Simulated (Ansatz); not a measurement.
# CH5Si: the cost of one run

Program: the Python package of Ansatz 0.2.0. Level of theory: PBE+D4/def2-SVP. These are calculated values, not measurements.

## 1. Starting point

Bond lengths: C1–Si2 1.839 Å, C1–H3 1.134 Å, C1–H4 1.069 Å, Si2–H5 1.495 Å, Si2–H6 1.489 Å, Si2–H7 1.514 Å. Angles: C1–Si2–H5 110.4°, C1–Si2–H6 111.4°, C1–Si2–H7 107.9°, H5–Si2–H6 109.3°, H5–Si2–H7 108.9°, H6–Si2–H7 109.0°, Si2–C1–H3 114.4°, Si2–C1–H4 117.8°, H3–C1–H4 127.6°.

The script holds or builds the structure itself.

## 2. The script

Input file relaxed_scan_ch5si.py:

```python
"""One bond of CH5Si held at set lengths while the rest relaxes."""

import ansatz as az
import numpy as np

geometry_ang = [
    ("C", (-0.15, -1.1281, 0.046)),
    ("Si", (0.1125, 0.6903, -0.0291)),
    ("H", (-1.2065, -1.4388, 0.3185)),
    ("H", (0.6662, -1.762, -0.2283)),
    ("H", (-0.2104, 1.2077, -1.3936)),
    ("H", (-0.723, 1.4019, 0.977)),
    ("H", (1.5725, 0.9611, 0.2638)),
]
molecule = az.Crystal.molecule()
for symbol, xyz in geometry_ang:
    molecule = molecule.atom(symbol, xyz)

base = (
    molecule.calculation()
    .basis(gaussian="def2-SVP")
    .functional("PBE", dispersion="d4")
    .spin("collinear", total=1)
    .accuracy("medium")
    .scf(lower_state_search="standard")
)
symbols = [site.symbol for site in molecule.cartesian_sites]
pairs = [(0, 1), (0, 2), (0, 3), (1, 4), (1, 5), (1, 6)]
print("held (A)   E (eV)        ", "  ".join(f"{symbols[i]}{i}-{symbols[j]}{j}" for i, j in pairs))
for length in [1.04, 1.13, 1.23, 1.36, 1.53]:
    r = base.relax(constraints=[az.DistanceConstraint((0, 2), at=length)], force_tolerance=0.02, max_steps=60).run(threads=1).report
    xyz = np.array(r["positions_ang"])
    print(f"{length:6.2f} {r['free_energy_ev']:14.5f}  ", "  ".join(f"{np.linalg.norm(xyz[i] - xyz[j]):.3f}" for i, j in pairs))
```

## 3. The run

Started as:

```console
$ python relaxed_scan_ch5si.py
```

What time and memory should one allow on 1 thread of AMD EPYC 7B13 (Zen 3), shared host?

About 60 s, with a peak of 0.2 GiB.
